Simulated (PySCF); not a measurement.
# 3-methyl-2-butanol: geometry, NMR shifts, spin-spin couplings and electronic excitations

What NMR shifts, spin-spin couplings and electronic excitations should 3-methyl-2-butanol (`CC(C)[C@H](C)O`) show?

Programs: PySCF 2.14.0, with density-fitted response routines of our own. Each step states its level of theory. These are calculated values for one molecule in the gas phase, unless marked as measured. Atoms count from 0, in the outputs and in this text.

## Step 1: Starting geometry

18 atoms, charge 0, multiplicity 1; geometry from: MMFF94s.

Bonds of the start (Å): C0–C1 1.53, C1–C2 1.53, C1–C3 1.54, C3–C4 1.52, C3–O5 1.43, C0–H6 1.10, C0–H7 1.10, C0–H8 1.10, C1–H9 1.10, C2–H10 1.10, C2–H11 1.09, C2–H12 1.09, C3–H13 1.10, C4–H14 1.09, C4–H15 1.10, C4–H16 1.09, O5–H17 0.97.

## Step 2: Optimising the geometry at PBE0-D3(BJ)/def2-SVP

The job: settings as JSON, then the geometry in Å.

```
{"job": {"xc": "PBE0", "basis": "def2-SVP", "d3": "d3bj", "grid": 1, "kind": "geom"}, "charge": 0, "multiplicity": 1}
C     -1.821622     0.767852    -0.018906
C     -0.595980    -0.104366    -0.313700
C     -0.750209    -1.448116     0.405153
C      0.701595     0.640940     0.063753
C      1.964638    -0.117583    -0.328279
O      0.730367     0.890195     1.467190
H     -2.738682     0.273672    -0.357452
H     -1.925313     0.970392     1.052357
H     -1.750246     1.727633    -0.541426
H     -0.579037    -0.297986    -1.394067
H     -1.691167    -1.931620     0.120208
H      0.058694    -2.135721     0.140717
H     -0.753826    -1.326323     1.493323
H      0.709732     1.614315    -0.441580
H      2.091064    -1.026368     0.268809
H      2.849247     0.499335    -0.134355
H      1.957481    -0.383612    -1.389424
H      1.543265     1.387361     1.661027
```

**Question.** This job is followed by: GIAO PBE0/pcSseg-1 NMR shielding, non-relativistic, gas phase; B3LYP/pcJ-1 indirect spin-spin coupling, non-relativistic, gas phase; TDDFT PBE0/def2-SVPD, vertical, gas phase, core orbitals frozen in the response; GIAO WP04/pcSseg-1 NMR shielding, non-relativistic, gas phase. Predict these results of the whole session: point group; rotational constants (main isotopes); 13C shifts against TMS (PBE0/pcSseg-1); 1H shifts against TMS (PBE0/pcSseg-1, means over atoms taken as alike); 17O shifts against H2O (PBE0/pcSseg-1); largest coupling of the table (B3LYP/pcJ-1); lowest singlet (PBE0/def2-SVPD); brightest single state of those computed; lowest triplet; vertical ionisation energy (ΔSCF); range of the shift of O5.

The runs gave:

```
                                                              quantity                                    value
                                                           point group                                       C1
                                  rotational constants (main isotopes)                     4.52, 2.73, 2.30 GHz
                                13C shifts against TMS (PBE0/pcSseg-1)         71.5, 35.6, 25.0, 22.9, 13.9 ppm
1H shifts against TMS (PBE0/pcSseg-1, means over atoms taken as alike)  3.58, 1.16, 1.13, 1.11, 0.93, -0.20 ppm
                                17O shifts against H2O (PBE0/pcSseg-1)                                 58.5 ppm
                           largest coupling of the table (B3LYP/pcJ-1)                 1J(C,H) C3–H13, 141.9 Hz
                                       lowest singlet (PBE0/def2-SVPD)              6.85 eV (181 nm), f = 0.007
                              brightest single state of those computed              state 9, 8.97 eV, f = 0.047
                                                        lowest triplet                                  6.59 eV
                                     vertical ionisation energy (ΔSCF)                                 10.01 eV
                                              range of the shift of O5                         52.7 to 58.5 ppm
```

In words: Over 7 steps the energy fell by 0.064 eV; of the close pairs, C3–H13 changed most, 1.097 to 1.111 Å. H13 (hydrogen on an sp3 CH bonded to O) lies farthest downfield among hydrogen, at 3.58 ppm; its carbon carries O, which withdraws density. At PBE0/pcSseg-1: The largest span, 67 ppm, is at O5, where the paramagnetic term is -113 ppm. In the run at B3LYP/pcJ-1, the largest coupling of the table is C3–H13, 141.9 Hz, of which the Fermi-contact term gives 140.8 Hz. Couplings across rotatable bonds belong to this one conformer; where others are populated, the observed values are averages. The lowest singlet, at 6.85 eV, is HOMO→LUMO 0.93 and is weak; of the 10 states computed, the strongest absorption comes from state 9 at 8.97 eV. The lowest triplet lies 0.27 eV below the lowest singlet (triplets in Tamm-Dancoff, singlets in full TDDFT). ΔSCF puts the ionisation energy at 10.01 eV, 2.20 eV above −ε(HOMO). Across the 2 runs the shift of O5 moves most, between 52.7 (WP04/pcSseg-1) and 58.5 ppm (PBE0/pcSseg-1).
